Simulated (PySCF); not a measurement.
Bonds (- single, = double, # triple, : aromatic): Si1-C2 1.882 Å, C2-Si3 1.882 Å. Si1 carries H4, H5, H6; C2 carries H7, H8; Si3 carries H9, H10, H11.

Geometry: PBE0-D3(BJ)/def2-SVP; GIAO shifts from PySCF 2.14.0 with density-fitted response routines, gas phase, non-relativistic, averaged over equivalent atoms.

At PBE0/pcSseg-0 (51 basis functions, 2.4 s wall time on 1 thread of an Arm Neoverse V2, shared host):
| atoms | δ (ppm) |
| --- | --- |
| Si1/Si3 | -104.8 |
| C2 | -24.2 |
| H4/H5/H6/H9/H10/H11 | 3.99 |
| H7/H8 | -0.82 |

δ = σ(ref) − σ, references computed at the same level: ²⁹Si (348.52 ppm) and ¹³C (193.52 ppm) and ¹H (32.83 ppm) against TMS.

**Question.** Estimate the result of repeating the calculation with KT3/pcSseg-2.

**Answer.** 
| atoms | δ at KT3/pcSseg-2 | change |
| --- | --- | --- |
| Si1/Si3 | -64.7 | +40.1 |
| C2 | -13.8 | +10.4 |
| H4/H5/H6/H9/H10/H11 | 3.92 | -0.07 |
| H7/H8 | 0.00 | +0.82 |

δ = σ(ref) − σ, references computed at the same level: TMS for ²⁹Si (σref 358.24) and ¹³C (σref 181.31) and ¹H (σref 31.35).

The largest change is at Si1/Si3 (silicon bonded to C, 3 H). Cost: 234 basis functions, 41 s wall time on 1 thread of an Arm Neoverse N1, shared host.
